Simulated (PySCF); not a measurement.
Species: C3H6O2S.
Bonds: C1–C2 (double), C2–S3, S3–C4, S3–O5 (double), S3–O6 (double). Hydrogens: H7, H8 on C1; H9 on C2; H10, H11, H12 on C4.

The same species was optimised twice, with GFN2-xTB and with PBE0-D3(BJ)/def2-SVP (PySCF), and the same property calculations (PySCF, gas phase) were run on both structures.

```json
{"coordinate": "S3–C4 (Å)", "GFN2-xTB": "1.818", "PBE0-D3(BJ)/def2-SVP": "1.784", "change": "-0.034"}
{"coordinate": "S3=O5 (Å)", "GFN2-xTB": "1.437", "PBE0-D3(BJ)/def2-SVP": "1.461", "change": "+0.024"}
{"coordinate": "S3=O6 (Å)", "GFN2-xTB": "1.437", "PBE0-D3(BJ)/def2-SVP": "1.459", "change": "+0.022"}
{"coordinate": "C2–S3 (Å)", "GFN2-xTB": "1.798", "PBE0-D3(BJ)/def2-SVP": "1.778", "change": "-0.020"}
{"coordinate": "C1=C2 (Å)", "GFN2-xTB": "1.313", "PBE0-D3(BJ)/def2-SVP": "1.329", "change": "+0.016"}
{"coordinate": "O5–S3–O6 (°)", "GFN2-xTB": "118.4", "PBE0-D3(BJ)/def2-SVP": "121.2", "change": "+2.8"}
{"coordinate": "C2–S3–O6 (°)", "GFN2-xTB": "108.4", "PBE0-D3(BJ)/def2-SVP": "107.0", "change": "-1.4"}
{"coordinate": "C4–S3–O5 (°)", "GFN2-xTB": "108.5", "PBE0-D3(BJ)/def2-SVP": "107.5", "change": "-1.0"}
{"coordinate": "C2–S3–C4 (°)", "GFN2-xTB": "103.1", "PBE0-D3(BJ)/def2-SVP": "103.8", "change": "+0.7"}
{"coordinate": "C4–S3–O6 (°)", "GFN2-xTB": "108.4", "PBE0-D3(BJ)/def2-SVP": "107.7", "change": "-0.7"}
{"coordinate": "C2–S3–O5 (°)", "GFN2-xTB": "109.0", "PBE0-D3(BJ)/def2-SVP": "108.3", "change": "-0.7"}
{"coordinate": "C1–C2–S3 (°)", "GFN2-xTB": "119.5", "PBE0-D3(BJ)/def2-SVP": "119.3", "change": "-0.2"}
{"coordinate": "C1–C2–S3–C4 (°)", "GFN2-xTB": "-111", "PBE0-D3(BJ)/def2-SVP": "-115", "change": "-4"}
```

Rotational constants: A = 4433, B = 2500, C = 2443 MHz (GFN2-xTB) against A = 4435, B = 2484, C = 2472 MHz (PBE0-D3(BJ)/def2-SVP). Point groups within 0.08 Å: C1 and C1.

On the GFN2-xTB structure: HOMO (eV) -8.37 [PBE0/pcSseg-1]; LUMO (eV) -1.16 [PBE0/pcSseg-1]; dipole (D) 4.66 [PBE0/pcSseg-1]; GIAO shielding of C1 (ppm) 51.3 [PBE0/pcSseg-1]; GIAO shielding of C2 (ppm) 37.3 [PBE0/pcSseg-1]; GIAO shielding of S3 (ppm) 215.8 [PBE0/pcSseg-1]; GIAO shielding of C4 (ppm) 138.1 [PBE0/pcSseg-1]; GIAO shielding of O5/O6 (mean) (ppm) 132.2 [PBE0/pcSseg-1].

Q: What do these properties become on the PBE0-D3(BJ)/def2-SVP structure?

A: 
```csv
property,level,on GFN2-xTB,on PBE0-D3(BJ)/def2-SVP,change
HOMO (eV),PBE0/pcSseg-1,-8.37,-8.35,+0.02
LUMO (eV),PBE0/pcSseg-1,-1.16,-1.22,-0.06
dipole (D),PBE0/pcSseg-1,4.66,4.58,-0.08
"energy, GFN2-xTB geometry as zero (kcal/mol)",PBE0/pcSseg-1,0.0,-2.3,-2.3
GIAO shielding of C1 (ppm),PBE0/pcSseg-1,51.3,46.7,-4.6
GIAO shielding of C2 (ppm),PBE0/pcSseg-1,37.3,36.3,-1.0
GIAO shielding of S3 (ppm),PBE0/pcSseg-1,215.8,208.3,-7.5
GIAO shielding of C4 (ppm),PBE0/pcSseg-1,138.1,138.3,+0.2
GIAO shielding of O5/O6 (mean) (ppm),PBE0/pcSseg-1,132.2,124.3,-7.9
```

The heavy atoms differ by 0.041 Å rms after alignment. Among bonds between heavy atoms S3–C4 changes most (-0.034 Å). Changes are differences of the printed values. Neither structure is proved a minimum here.

Shape of the structure used: `[CH2:1]=[CH:2][S:3]([CH3:4])(=[O:5])=[O:6]`: C1–C2–S3–C4 -115°.
